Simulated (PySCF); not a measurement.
Dissociation curve of Na2, singlet.

- UHF/6-31G (PySCF)
- RHF/6-31G (PySCF)
- UKS-BHandHLYP = unrestricted BHandHLYP/6-31G (PySCF)
- RKS-BHandHLYP = restricted BHandHLYP/6-31G (PySCF 2.14.0)
- UKS-PBE0 = PySCF with unrestricted PBE0/6-31G
- RKS-PBE0 = restricted PBE0/6-31G (PySCF)
- UKS-r2SCAN = unrestricted r2SCAN/6-31G run with PySCF
- RKS-r2SCAN = restricted r2SCAN/6-31G in PySCF

Scanned distances (Å): 2.34, 2.48, 2.64, 2.77, 2.95, 3.04, 3.10, 3.22, 3.27, 3.38, 3.56, 3.84, 4.18, 4.62, 5.16, 5.63, 6.26, 6.79, 7.56, 8.46, 9.42.

Problem. Where does the unrestricted solution first break spin symmetry (<S²> of 0.01 or more)?

Solution. UHF: already at 2.34 Å; UKS-BHandHLYP: between 3.84 and 4.18 Å; UKS-PBE0: between 3.56 and 3.84 Å; UKS-r2SCAN: between 3.04 and 3.10 Å.

| R / Å | <S²> UHF | E(RHF) − E(UHF) / eV | <S²> UKS-BHandHLYP | E(RKS-BHandHLYP) − E(UKS-BHandHLYP) / eV | <S²> UKS-PBE0 | E(RKS-PBE0) − E(UKS-PBE0) / eV | <S²> UKS-r2SCAN | E(RKS-r2SCAN) − E(UKS-r2SCAN) / eV |
|---|---|---|---|---|---|---|---|---|
| 2.34 | 0.12 | 0.004 | 0.00 | 0.000 | 0.00 | 0.000 | 0.00 | 0.000 |
| 2.48 | 0.16 | 0.008 | 0.00 | 0.000 | 0.00 | 0.000 | 0.00 | 0.000 |
| 2.64 | 0.23 | 0.016 | 0.00 | 0.000 | 0.00 | 0.000 | 0.00 | 0.000 |
| 2.77 | 0.28 | 0.025 | 0.00 | 0.000 | 0.00 | 0.000 | 0.00 | 0.000 |
| 2.95 | 0.36 | 0.045 | 0.00 | 0.000 | 0.00 | 0.000 | 0.00 | 0.000 |
| 3.04 | 0.40 | 0.058 | 0.00 | 0.000 | 0.00 | 0.000 | 0.00 | 0.000 |
| 3.10 | 0.43 | 0.068 | 0.00 | 0.000 | 0.00 | 0.000 | 0.01 | 0.000 |
| 3.22 | 0.49 | 0.091 | 0.00 | 0.000 | 0.00 | 0.000 | 0.10 | 0.002 |
| 3.27 | 0.51 | 0.101 | 0.00 | 0.000 | 0.00 | 0.000 | 0.13 | 0.003 |
| 3.38 | 0.56 | 0.127 | 0.00 | 0.000 | 0.00 | 0.000 | 0.19 | 0.009 |
| 3.56 | 0.63 | 0.177 | 0.00 | 0.000 | 0.00 | 0.000 | 0.28 | 0.021 |
| 3.84 | 0.72 | 0.269 | 0.00 | 0.000 | 0.12 | 0.003 | 0.41 | 0.051 |
| 4.18 | 0.81 | 0.401 | 0.38 | 0.024 | 0.36 | 0.028 | 0.54 | 0.100 |
| 4.62 | 0.89 | 0.589 | 0.66 | 0.106 | 0.61 | 0.091 | 0.68 | 0.178 |
| 5.16 | 0.95 | 0.825 | 0.85 | 0.244 | 0.81 | 0.199 | 0.79 | 0.277 |
| 5.63 | 0.97 | 1.019 | 0.93 | 0.371 | 0.91 | 0.303 | 0.86 | 0.355 |
| 6.26 | 0.99 | 1.253 | 0.97 | 0.527 | 0.97 | 0.437 | 0.93 | 0.446 |
| 6.79 | 0.99 | 1.423 | 0.99 | 0.637 | 0.99 | 0.534 | 0.97 | 0.509 |
| 7.56 | 1.00 | 1.627 | 1.00 | 0.763 | 1.00 | 0.643 | 0.99 | 0.579 |
| 8.46 | 1.00 | 1.812 | 1.00 | 0.866 | 1.00 | 0.726 | 1.00 | 0.630 |
| 9.42 | 1.00 | 1.957 | 1.00 | 0.941 | 1.00 | 0.779 | 1.00 | 0.658 |
